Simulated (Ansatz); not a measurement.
Cost and result for the atomization energy of `C=N/C=C/CF` (12 atoms, 11 bonds).

```xyz
12

C    -1.717    0.571   -1.913
N    -1.152   -0.305   -1.195
C    -0.222    0.134   -0.258
C     0.404   -0.736    0.530
C     1.408   -0.379    1.558
F     1.634    0.979    1.615
H    -1.505    1.645   -1.827
H    -2.449    0.259   -2.655
H    -0.017    1.203   -0.182
H     0.174   -1.793    0.426
H     2.367   -0.871    1.349
H     1.077   -0.706    2.552
```

Total charge 0; spin multiplicity 1. The geometry is a stationary point of PBE0-D4/def2-TZVP. It is one conformer, not always the lowest. Program: Ansatz. All runs use 4 threads of an Arm Neoverse V2 on a shared host. Times are those of one run each, without the atoms' runs, and a repeat can differ threefold. Electronic energies, without spin–orbit coupling; frozen cores. CCSD(T)/CBS adds CCSD(T) − MP2 in def2-TZVPP to the MP2 limit, and its time is that of the two runs behind it. T1 = 0.012; the RHF reference is unstable towards UHF. B3LYP takes the VWN-RPA correlation (the form of Gaussian; ORCA's B3LYP/G).

CCSD(T)/CBS is a level of theory with its own doubt, some kJ/mol a heavy atom from the limit and from the frozen cores, so smaller differences don't rank the functionals.

```tsv
level	functions	wall time	atomization (kcal/mol)	difference from CCSD(T)/CBS	per bond
PBE-D4/def2-TZVPP (with forces)	270	2.2 s	1229.9	46.8	4.3
PBE0-D4/def2-TZVPP	270	2.4 s	1198.1	15.0	1.4
B3LYP-D4/def2-TZVPP (with forces)	270	3.9 s	1190.8	7.7	0.7
r2SCAN-D4/def2-TZVPP (with forces)	270	4.1 s	1189.2	6.1	0.5
B2PLYP/def2-TZVPP	270	5.5 s	1177.4	-5.7	-0.5
ωB97X-V/def2-TZVPP	270	6.5 s	1187.1	4.0	0.4
ωB97M-V/def2-TZVPP (with forces)	270	9 s	1189.5	6.4	0.6
MP2/def2-QZVPP	522	24 s	1195.6	12.5	1.1
CCSD(T)/def2-TZVPP	270	3.8 min	1152.3	-30.8	-2.8
CCSD(T)/CBS(def2)	–	4.2 min	1183.1	0.0	0.0
```

From PBE to PBE0 (25 % exact exchange), in def2-TZVPP and without D4, the atomization energy moves by −31.1 kcal/mol: exact exchange takes away binding that semilocal exchange gives to molecules. In def2-TZVPP, CCSD(T) changes the Hartree–Fock value by +310.1 kcal/mol (the triples alone add +21.6 kcal/mol) and MP2 by +335.3 kcal/mol; breaking electron pairs costs correlation energy, which Hartree–Fock lacks. The D4 term adds +7.7 kcal/mol with B3LYP and +4.1 kcal/mol with PBE0; it sums over pairs of atoms, weighted by their polarisabilities, and B3LYP, whose exchange is more repulsive, gets the larger term.
